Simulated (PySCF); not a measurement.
Molecule: `SCCC1CC1`, C$_{5}$H$_{10}$S.

Geometry (Å), atoms numbered from 1 in this order:
```xyz
16

S     2.3120    0.2957    1.1094
C     1.7437   -0.8727   -0.1671
C     0.2413   -1.1095   -0.2150
C    -0.5667    0.0908   -0.6391
C    -2.0312    0.1578   -0.3219
C    -1.0748    1.0758    0.3776
H     1.7077    1.3907    0.6032
H     2.2686   -1.8091    0.0768
H     2.1226   -0.5458   -1.1485
H    -0.1044   -1.4544    0.7741
H     0.0512   -1.9383   -0.9212
H    -0.2708    0.5118   -1.6078
H    -2.7074    0.5796   -1.0698
H    -2.4604   -0.6676    0.2538
H    -0.8434    0.8763    1.4274
H    -1.0882    2.1374    0.1153
```

Geometry PBE0-D3(BJ)/def2-SVP throughout; GIAO in PySCF, gas phase, one conformer, non-relativistic; equivalent atoms averaged; functional PBE0.

For orientation, 6-311+G(2d,p) gives these shifts δ (against CS2, TMS at the same level): S1 -75.3, C3 39.8, C4 11.2, C5/C6 5.3, H8/H9 2.63, H10/H11 1.51, H13/H16 0.43, H14/H15 0.25, H12 0.31 ppm.

A run gave: S1 -67.2, C3 37.1, C4 10.2, C5/C6 6.5, H8/H9 2.44, H10/H11 1.51, H13/H16 0.52, H14/H15 0.42, H12 0.46 ppm (shifts δ (against CS2, TMS at the same level)).

Which basis set was used in that run?
A. pcSseg-1
B. 6-31G
C. 6-31G*
D. STO-3G

Results:

C. S1 tells them apart best: 6-31G* gives -67.2, pcSseg-1 gives -94.8, 6-31G gives -104.5, STO-3G gives -108.5 ppm.
